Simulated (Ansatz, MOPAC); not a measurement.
Barrier height from C2H5 (SMILES [CH2]C) to the transition structure C2H5, without zero-point energy, on the benchmark's geometries as Psi4's copy of the set gives them.
Transition structure (charge 0, multiplicity 2, Z-matrix in Å and degrees):
```
C
C 1 1.3446
H 2 1.0809 1 121.40
H 2 1.0809 3 117.15 1 177.22
H 1 1.0809 2 121.25 3 -6.58
H 1 1.0809 5 116.76 2 170.17
H 1 1.9805 5 85.65 6 82.92
```
Reactant (charge 0, multiplicity 2):
```xyz
7

C     -0.25872    -0.81683     0.00000
C     -0.25099     0.67419     0.00000
H      0.75883    -1.22594     0.00000
H     -0.75883    -1.21387     0.88342
H     -0.75883    -1.21387    -0.88342
H     -0.17002     1.22594    -0.92432
H     -0.17002     1.22594     0.92432
```

Open shells are unrestricted; no spin–orbit coupling.

The state that AM1 reach isn't checked.

Run with Ansatz (a first-principles code) with Gaussian orbitals; MOPAC for AM1 (differences of heats of formation). 

One of these levels gives 39.37 kcal/mol for the barrier height. Which?
(A) SVWN5/def2-TZVPPD
(B) AM1
(C) HF/aug-cc-pVTZ

A, SVWN5/def2-TZVPPD. The others give 48.52 (AM1), 44.27 (HF/aug-cc-pVTZ)

Doubts at one or more of the structures used: a spin-contaminated determinant (HF/aug-cc-pVTZ).
